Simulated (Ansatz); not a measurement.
Input for Ansatz (development build ahead of 0.2.0):

```yaml
crystal:
  periodic: [false, false, false]
  atoms:
    - { symbol: "N", position_ang: [-0.0054, 0.03442, 0.0262] }
    - { symbol: H, position_ang: [-0.35061, -0.10764, 1.01319] }
    - { symbol: H, position_ang: [0.88585, 0.55282, -0.06027] }
    - { symbol: H, position_ang: [-0.56917, -0.27899, -0.77525] }
basis:
  gaussian: { orbitals: def2-SVP }
total_charge: 1
magnetization:
  spin_polarized: true
  initial_magnetization: 1
hamiltonian:
  xc: hf
output:
  forces: true
```

The input is written out in the form of the current development build from the run's settings.

Output:

```
Converged                       : yes
Total energy                    : -55.83570 hartree
Spin squared of the determinant : 0.761
Stability test                  : minimum
```

Forces (eV/Å):
```
atom      Fx      Fy      Fz
  N1  -0.073   0.208   1.608
  H2   0.293   0.036  -1.482
  H3  -0.595  -0.407  -0.373
  H4   0.375   0.163   0.247
```
